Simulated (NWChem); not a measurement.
System: dichloromethane (CH$_{2}$Cl$_{2}$); SMILES ClCCl

```xyz
5

Cl     1.4943     0.0000     0.2120
C      0.0000     0.0000    -0.7637
Cl    -1.4943     0.0000     0.2120
H      0.0000     0.9097    -1.3902
H      0.0000    -0.9097    -1.3902
```
Atoms are numbered in this order, from 1.

All runs: NWChem. Geometry optimised at PBE-D3(BJ)/def2-SVP; all other runs use it. Pople sets run with spherical d functions.

```tsv
quantity	level	value
dipole in solution (D) in acetone	M06-2X/6-31G*, SMD	2.44
dipole (D)	PBE/6-31G*	[?]
−ε(HOMO) (eV)	B3LYP/6-31+G*	8.55
isotropic polarisability (bohr³) at 589 nm	B3LYP/STO-3G	13.6
highest harmonic frequency (cm⁻¹)	PBE-D3(BJ)/def2-SVP	[?]
```

### Question
What belongs in the gaps?

### Answer

- dipole (D), value: 1.78
- highest harmonic frequency (cm⁻¹), value: 3120
